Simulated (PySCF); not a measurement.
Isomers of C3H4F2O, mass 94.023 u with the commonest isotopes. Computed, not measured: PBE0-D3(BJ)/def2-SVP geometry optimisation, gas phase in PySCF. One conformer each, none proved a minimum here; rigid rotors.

Question: Order these by radius of gyration √(Σ m r²/M), largest first.
A. `[CH2:1]=[C:2]([F:3])[O:4][CH2:5][F:6]` with C1–C2–O4–C5 18°, C2–O4–C5–F6 -75°
B. `[F:1][CH:2]([F:3])[C@@H:4]1[CH2:5][O:6]1` with F1–C2–C4–C5 -90°
C. `FC1(F)COC1`

Answer: A (1.677 Å), B (1.627 Å), C (1.465 Å).

Question: Order these by rotational constant A, largest first.
A. `[F:1][CH:2]([F:3])[C@@H:4]1[CH2:5][O:6]1` with F1–C2–C4–C5 -90°
B. `FC1(F)COC1`
C. `[CH2:1]=[C:2]([F:3])[O:4][CH2:5][F:6]` with C1–C2–O4–C5 18°, C2–O4–C5–F6 -75°

Answer: C (7988 MHz), A (7068 MHz), B (5956 MHz).

Question: Order these by out-of-plane moment Σ m c² = (Ia + Ib − Ic)/2, largest first.
A. `[F:1][CH:2]([F:3])[C@@H:4]1[CH2:5][O:6]1` with F1–C2–C4–C5 -90°
B. `[CH2:1]=[C:2]([F:3])[O:4][CH2:5][F:6]` with C1–C2–O4–C5 18°, C2–O4–C5–F6 -75°
C. `FC1(F)COC1`

Answer: C (36.96 u·Å²), A (9.85 u·Å²), B (8.55 u·Å²).

| SMILES | point group | Ia (u·Å²) | Ib (u·Å²) | Ic (u·Å²) | κ | μa (D) | μb (D) | μc (D) |
| --- | --- | --- | --- | --- | --- | --- | --- | --- |
| C=C(F)OCF | C1 | 63.27 | 209.70 | 255.86 | -0.86 | 1.00 | 0.02 | 1.55 |
| FC(F)[C@@H]1CO1 | C1 | 71.50 | 187.19 | 238.99 | -0.76 | 1.26 | 1.70 | 0.21 |
| FC1(F)COC1 | C2v | 84.85 | 153.90 | 164.84 | -0.85 | 0.16 | 0.01 | 0.00 |
